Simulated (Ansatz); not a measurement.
1T (CdI2-type) ZrS₂, treated with r²SCAN+rVV10 (Ansatz, an electronic-structure program, PAW).

Settings: plane-wave cutoff 600 eV, 12×12×6 k mesh (along the axes of the cell as run), Fermi–Dirac smearing 0.01 eV, scalar-relativistic PAW data made under PBE.

Starting structure:

```xyz
3
Lattice="3.6600 0.0000 0.0000 -1.8300 3.1697 0.0000 0.0000 0.0000 5.8200" Properties=species:S:1:pos:R:3 pbc="T T T"
Zr     0.0000     0.0000     0.0000
S      0.0000     2.1131     1.4550
S      1.8300     1.0566     4.3650
```

Problem. Into what structure does the relaxation of cell and atoms lead at this level, with the symmetry of the start kept?

Solution. The volume increases by 1.5 %; final space group P-3m1.
```xyz
3
Lattice="3.6744 0.0000 0.0000 -1.8372 3.1821 0.0000 0.0000 0.0000 5.8605" Properties=species:S:1:pos:R:3 pbc="T T T"
Zr     0.0000     0.0000     0.0000
S      0.0000     2.1214     1.4427
S      1.8372     1.0607     4.4179
```
